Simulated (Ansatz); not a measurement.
We consider 1T (CdI2-type) CdI₂, described by PBE-D3(BJ) (plane waves, PAW; Ansatz, a first-principles code).

Settings: plane-wave cutoff 520 eV, 12×12×6 k mesh (along the axes of the cell as run), Fermi–Dirac smearing 0.01 eV, scalar-relativistic PAW data made under PBE.

Response to compression and expansion:

Shape and atoms are relaxed at each volume.

```csv
V (Å³/atom),P (GPa),direct gap at Γ (eV),smallest gap on the k mesh (eV),c (Å)
34.041,0.81,2.564,2.247,6.669
34.750,0.37,2.570,2.282,6.749
35.459,0.00,2.572,2.310,6.825
36.168,-0.30,2.583,2.338,6.911
36.877,-0.53,2.560,2.351,7.004
```

The fundamental gap (2.31 eV at the equilibrium volume, with added k points) lies elsewhere than Γ–Γ.

Note: the bulk modulus comes from volumes at which shape and atoms were relaxed.

Spin–orbit coupling is not included; with these elements it can move the gap by several tenths of an eV or more.
